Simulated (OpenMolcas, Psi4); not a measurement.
CH2S (SMILES C=S): the dipole moment, rung by rung

CH2S: 4 atoms, total charge 0, spin state singlet. SMILES: `C=S`. The shape is that of a PBE0-D4/def2-TZVP optimisation.

Quantity: the dipole moment, in D. The values are calculated.

**What was measured.** NIST CCCBDB gives the dipole moment of the gas as 1.65 D.

| level | kind | program | value (D) | computed − measured | CPU time |
| --- | --- | --- | --- | --- | --- |
| SVWN5/def2-TZVPP | LDA | Psi4 | 1.62 | -0.03 | 21 s |
| BLYP/def2-TZVPP | GGA | OpenMolcas | 1.59 | -0.06 | 29 s |
| PBE/def2-TZVPP | GGA | OpenMolcas | 1.61 | -0.04 | 26 s |
| revPBE/def2-TZVPP | GGA | OpenMolcas | 1.61 | -0.04 | 29 s |
| r2SCAN/def2-TZVPP | meta-GGA | OpenMolcas | 1.75 | +0.10 | 37 s |
| BHLYP/def2-TZVPP | global hybrid | OpenMolcas | 1.82 | +0.17 | 29 s |
| PBE0/def2-TZVPP | global hybrid | OpenMolcas | 1.73 | +0.08 | 27 s |
| CAM-B3LYP/def2-TZVPP | range-separated hybrid | Psi4 | 1.73 | +0.08 | 49 s |

Nearest: SVWN5/def2-TZVPP (-0.03 D); farthest: BHLYP/def2-TZVPP (+0.17 D). The measured dipole is a vibrational average, so differences of a few hundredths of a debye mean little. Computed less measured by kind, in D (def2-TZVPP rows): LDA -0.03; GGA -0.06 to -0.04; meta-GGA +0.10; global hybrid +0.08 to +0.17; range-separated hybrid +0.08. Magnitudes only. Times are those of the runs behind each value, whatever else they computed, on shared processors of several kinds: orders of magnitude only.
